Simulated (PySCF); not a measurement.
C4H5F2 (doublet state).
Structure used (GFN2-xTB), in Å, numbered top down from 1:
```
atom  x, y, z in Å
C1     1.4066   -0.1692   -0.1612
C2     0.0119    0.3753   -0.1986
C3    -0.3106    1.4820   -0.8060
F4    -1.4691    2.1098   -0.9252
C5    -1.0338   -0.4768    0.5182
F6    -1.0220   -1.7547    0.0262
H7     1.4129   -1.1832   -0.5571
H8     2.0770    0.4495   -0.7480
H9     1.7633   -0.2066    0.8672
H10   -0.7890   -0.5438    1.5845
H11   -2.0419   -0.0796    0.3740
```

The hyperfine couplings belong to this conformer and change with its torsions.

As a line formula: `C/C(=[C]/F)CF` [radical].

Method used: UKS B3LYP, pcH-1 on C F H, non-relativistic, mean-field spin-orbit, GIAO (PySCF). The structure is a single GFN2-xTB conformer in the gas phase; no vibrational or solvent corrections. The geometry wasn't refined by DFT: couplings that depend on bond lengths, twists or pyramidal angles can differ widely from those at the functional's own minimum. No stability test was run, so a lower SCF solution isn't excluded.

Question: Where do the isotropic ENDOR lines of F4, F6, H7/H8/H9 and H10/H11 fall at 1208.7 mT, to first order?

Answer: ν± = |νn ± a/2|, one line for each electron-spin manifold; νn = |g_N| × 7.62259 MHz/T × B.

| nuclei | isotope | g_N | νn (MHz) | a_iso (MHz) | lower line (MHz) | upper line (MHz) |
| --- | --- | --- | --- | --- | --- | --- |
| F4 | 19F | 5.2577 | 48.44 | 384.58 | 143.85 | 240.73 |
| F6 | 19F | 5.2577 | 48.44 | -0.68 | 48.10 | 48.78 |
| H7/H8/H9 | 1H | 5.5857 | 51.46 | -6.78 | 48.07 | 54.85 |
| H10/H11 | 1H | 5.5857 | 51.46 | -1.41 | 50.76 | 52.17 |

Question: Which pairs are centred on the nuclear Larmor frequency, and which on half the coupling?

Answer: Centred on νn, since |a| < 2νn: F6, H7/H8/H9 and H10/H11. Centred on |a|/2 and split by 2νn: F4.

Nuclei that the bonding pattern makes equivalent are averaged, as if the motion that swaps them (rotation, inversion, ring flip) were fast. The three 1H nuclei of mean -6.8 MHz run from -9.8 to -2.0 MHz in the frozen geometry. The 1H value of -1.4 MHz is a mean of couplings from -5.5 to 2.7 MHz in this one geometry, not an average over conformers.

Hardware: one thread, Arm Neoverse V2 (aarch64), shared host with 192 logical CPUs at a one-minute load of 152. Cost: 29 s (with the writing of density and orbital grids), 0.79 GiB resident at most.
